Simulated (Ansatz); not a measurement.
1T (CdI2-type) SnSe₂, treated with LDA+SOC (Ansatz, an electronic-structure program, plane waves, PAW).

Settings: plane-wave cutoff 520 eV, 12×12×6 k mesh (along the axes of the cell as run), Fermi–Dirac smearing 0.01 eV, PAW data made under PBE.

Cell (measured lattice):

SnSe₂ is taken in the trigonal space group P-3m1 (No. 164), the CdI2 type structure, Pearson symbol hP3. Lattice parameters: a = b = 3.811 Å, c = 6.140 Å, α = β = 90.00°, γ = 120.00°. Sn on 1a is surrounded by 6 Se at 2.714 Å (octahedral). Se on 2d is coordinated by 3 Sn at 2.714 Å (trigonal pyramidal). (Neighbours: up to the widest gap in distance over summed covalent radii, below 1.35, at either atom; cation-cation and far metal-metal contacts left out.)

Question: What does this level give for the band gap and smallest direct gap on the k points sampled?

Answer: 
- band gap = 0.33 eV (indirect)
- smallest direct gap on the k points sampled = 0.83 eV

Measured, for comparison: band gap 0.98 eV (temperature not stated, no zero-point or thermal correction, indirect, our sources range from 0.98 to 1.06; as tabulated in Gonzalez and Oleynik (2016), arXiv:1609.04381). Computed (rounded) less measured: band gap -0.65 eV (-0.65 eV to -0.73 eV over the range).

Note: cell and atoms aren't relaxed at this level (largest force component 0.10 eV/Å, pressure -1.4 GPa).

Static lattice: no zero-point or thermal effects.

Computing time: roughly 5 core-minutes.
